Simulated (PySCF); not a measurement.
## From computed data to an observable: chemical shift, span and skew from a shielding tensor

C3H6, SMILES C=CC. Atoms are numbered in the order given.

```xyz
9

C     -0.1633     1.2269     0.0000
C      0.4541    -0.1314     0.0000
C     -0.2199    -1.2763     0.0000
H      0.1524     1.8017     0.8769
H      0.1524     1.8017    -0.8769
H     -1.2536     1.1701     0.0000
H      1.5429    -0.1629     0.0000
H     -1.3060    -1.2917     0.0000
H      0.2871    -2.2342     0.0000
```
Charge 0, spin multiplicity 1.

Coordinates come from a r2SCAN-D4/def2-TZVP optimisation.

GIAO shieldings from PBE0/pcSseg-1 run with PySCF, non-relativistic, no solvent. The symmetric part of the tensor of C1 has the principal values 150.5, 153.2, 185.4 ppm. The same nucleus in TMS has σ = 186.3 ppm at this level (PySCF, at its B3LYP-D3(BJ)/def2-TZVP geometry).

Work out the isotropic shielding, the ¹³C shift against TMS, the span and the skew.


σ(iso) = (σ11 + σ22 + σ33)/3 = 163.0 ppm. δ = σ(ref) − σ(iso) = 186.3 − (163.0) = 23.3 ppm.
Span Ω = σ33 − σ11 = 34.9 ppm. Skew κ = 3(σ(iso) − σ22)/Ω = 0.85. Tumbling in solution averages the tensor to δ; in a static solid the shielding alone would spread this spin-1/2 line over Ω.
